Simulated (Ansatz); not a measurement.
Total energies of `[AlH][O][SiH3]` radical.

```xyz
7

Al   -0.598    2.153    0.089
O    -0.153    0.526    0.012
Si    0.510   -0.943   -0.211
H    -1.914    2.483    0.953
H    -0.141   -1.936    0.684
H     0.330   -1.378   -1.622
H     1.965   -0.906    0.096
```

Charge 0, multiplicity 2. Geometry: relaxed with PBE0-D4/def2-TZVP. Basis def2-TZVPP, Ansatz.

RPA on PBE orbitals: Hartree–Fock energy of these orbitals -608.11710 Eh, correlation -0.74915 Eh (frozen core).

```
             functional  energy without D4 (Eh)  D4 term (kJ/mol)
                    PBE              -609.26294             -12.7
                   BLYP              -609.62904             -27.7
                 r2SCAN              -609.55163              -2.9
                 B97M-V              -609.48720                 –
                   PBE0              -609.31871             -10.7
                r2SCANh              -609.54385              -3.2
                r2SCAN0              -609.53294              -3.5
HSE06 (plane-wave form)              -609.30217             -10.1
                  BHLYP              -609.61404             -17.3
              CAM-B3LYP              -609.63313             -11.0
                LC-ωPBE              -609.42220                 –
                ωB97X-V              -609.52723                 –
                ωB97M-V              -609.57031                 –
                 B2PLYP              -609.35753                 –
```

(1) Give the same for LDA (SPW92), revPBE, B3LYP, PBE-QIDH. (Best estimate.)

B3LYP takes the VWN-RPA correlation (the form of Gaussian; ORCA's B3LYP/G). HSE06 is the plane-wave form, built on full-range PBE exchange. The double hybrids freeze the cores in their second-order part.

## Answers

(1) Computed: 
```json
{"functional": "LDA (SPW92)", "energy without D4 (Eh)": "-606.85141", "D4 term (kJ/mol)": "–"}
{"functional": "revPBE", "energy without D4 (Eh)": "-609.49805", "D4 term (kJ/mol)": "-36.0"}
{"functional": "B3LYP", "energy without D4 (Eh)": "-609.69396", "D4 term (kJ/mol)": "-20.7"}
{"functional": "PBE-QIDH", "energy without D4 (Eh)": "-609.13779", "D4 term (kJ/mol)": "–"}
```

LC-ωPBE has ω = 0.4 bohr⁻¹.
